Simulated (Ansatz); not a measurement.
# CH6AlCl: the cost of one run

Program: Ansatz 0.2.0. Level of theory: RKS PBE-D4/def2-SVP. These are calculated values, not measurements.

### Step 1. The starting structure

Bond lengths: Al1–C2 2.320 Å, C2–H3 1.110 Å, C2–H4 1.110 Å, C2–H5 1.110 Å, Al1–Cl6 2.230 Å, Al1–H7 1.560 Å. Angles: Al1–C2–H3 109.5°, Al1–C2–H4 109.5°, Al1–C2–H5 109.5°, H3–C2–H4 109.4°, H3–C2–H5 109.4°, H4–C2–H5 109.4°, C2–Al1–Cl6 120.0°, C2–Al1–H7 120.0°, Cl6–Al1–H7 120.0°.

As a file:

```xyz
9

Al    0.0000    0.0000    0.0000
C     0.0000    0.0000    2.3200
H    -0.9996   -0.3092    2.6905
H     0.7676   -0.7111    2.6905
H     0.2320    1.0203    2.6905
Cl    1.9312    0.0000   -1.1150
H    -1.3510    0.0000   -0.7800
H    -0.2382   -1.7490    0.5865
H    -0.1900   -1.3947    1.5677
```

### Step 2. Pulling towards end A

Springs on the bonds that form and break draw the guess towards this end; the thresholds are loose.

File input.yaml:

```yaml
crystal:
  periodic: [false, false, false]
  atoms:
    - { symbol: Al, position_ang: [0.0, 0.0, 0.0] }
    - { symbol: C, position_ang: [0.0, 0.0, 2.32] }
    - { symbol: H, position_ang: [-0.9996, -0.3092, 2.6905] }
    - { symbol: H, position_ang: [0.7676, -0.7111, 2.6905] }
    - { symbol: H, position_ang: [0.232, 1.0203, 2.6905] }
    - { symbol: Cl, position_ang: [1.9312, 0.0, -1.115] }
    - { symbol: H, position_ang: [-1.351, 0.0, -0.78] }
    - { symbol: H, position_ang: [-0.2382, -1.749, 0.5865] }
    - { symbol: H, position_ang: [-0.19, -1.3947, 1.5677] }
basis:
  gaussian: { orbitals: def2-SVP }
hamiltonian:
  xc: pbe
  dispersion: d4
relax:
  f_tol: 0.15
  max_steps: 25
  restrain:
    - { distance: [0, 7], at: 2.76, k: 30.0 }
    - { distance: [8, 1], at: 2.31, k: 30.0 }
    - { distance: [0, 1], at: 1.97, k: 30.0 }
    - { distance: [8, 7], at: 0.66, k: 30.0 }
```

On the command line:

```console
$ ansatz run input.yaml --threads 1 --pin off --max-ram 2048MiB --backend cpu --events-out ev --progress --plain --runs-dir out
```

**Question.** How long does this run take on 1 thread of Arm Neoverse V1, shared host, and how much memory does it need?

About 20 s, with a peak of 0.14 GiB.
